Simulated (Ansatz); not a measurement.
Cartesian coordinates in Å:
```
C -0.9244 -0.6463 0.4539
C 0.1290 0.2535 -0.1614
N 1.3198 0.2201 0.6160
O -0.3445 1.5842 -0.2646
S 0.5313 -0.2491 -1.8931
H -0.5635 -1.6722 0.5198
H -1.1569 -0.2893 1.4618
H -1.8383 -0.6350 -0.1414
H 2.0256 0.8131 0.1975
H 1.1286 0.5549 1.5545
H -1.1840 1.5800 -0.7366
H 0.8772 -1.5140 -1.6065
```

The species carries charge 0 and has multiplicity 1.

List the ωB97M-V/def2-TZVPP orbital energies in eV (Ansatz 0.2.0). (Estimate.)

Ansatz gave: Occupied: -2426.61, -526.40, -394.40, -284.70, -281.48, -220.59, -163.72, -163.63, -163.49, -32.10, -27.87, -24.05, -22.71, -19.56, -16.99, -16.81, -16.08, -14.56, -14.10, -13.45, -12.49, -11.89, -10.65, -10.23, -9.24. Lowest empty: 1.97, 2.75, 3.37, 3.49, 4.03, 4.44, 5.15, 5.24.
